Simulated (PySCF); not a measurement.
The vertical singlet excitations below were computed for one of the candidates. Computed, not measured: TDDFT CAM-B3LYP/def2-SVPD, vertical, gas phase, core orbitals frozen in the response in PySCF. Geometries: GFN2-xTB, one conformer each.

```tsv
state	E (eV)	f
S1	5.80	0.226
S2	6.20	0.056
S3	6.51	0.0033
S4	6.62	0.029
S5	6.94	0.088
S6	7.18	0.085
S7	7.27	0.358
S8	7.30	0.025
```

Triplets computed (Tamm–Dancoff): 4.09, 4.38, 5.31 eV.

Question: Which candidate is it? All have the formula C5H9P.
A. `C1CCC1P=C`
B. `CCC1=CP1C`
C. `C=P(C#C)(C)C`
D. `C=CCPC=C`
E. `CC1=CCPC1`

Answer: D. Its S1 lies at 5.80 eV; the nearest of the others has S1 at 6.14 eV. S1 is HOMO→LUMO (88%). Löwdin shares by element: HOMO phosphorus 44%, carbon 38% or more (atoms not listed hold the other 18%); LUMO carbon 60% or more, phosphorus 12%, hydrogen 6% or more (atoms not listed hold the other 23%). At the same level the other candidates give, for their lowest levels:
- `CCC1=CP1C`: 5.29 eV (f 0.004); 5.75 eV (f 0.022); 5.82 eV (f 0.012); 6.44 eV (f 0.009); 6.55 eV (f 0.065); T1 4.13 eV; HOMO -7.64, LUMO 1.18 eV
- `C#CP(=C)(C)C`: 4.42 eV (f 0.025); 4.92 eV (f 0.048); 5.13 eV (f 0.037); 6.09 eV (f 0.019); 6.18 eV (f 0.011); T1 3.96 eV; HOMO -6.61, LUMO 0.91 eV
- `C=PC1CCC1`: 4.39 eV (f 0.007); 5.39 eV (f 0.167); 6.09 eV (f 0.005); 6.83 eV (f 0.015); 6.92 eV (f 0.003); T1 2.76 eV; HOMO -8.47, LUMO -0.45 eV
- `CC1=CCPC1`: 6.14 eV (f 0.003); 6.29 eV (f 0.015); 6.60 eV (f 0.022); 6.85 eV (f 0.084); 6.97 eV (f 0.106); T1 4.33 eV; HOMO -8.02, LUMO 1.19 eV

Shape of the structure used: `[CH2:1]=[CH:2][CH2:3][PH:4][CH:5]=[CH2:6]`: C1–C2–C3–P4 112°, C2–C3–P4–C5 -168°, C3–P4–C5–C6 118°.
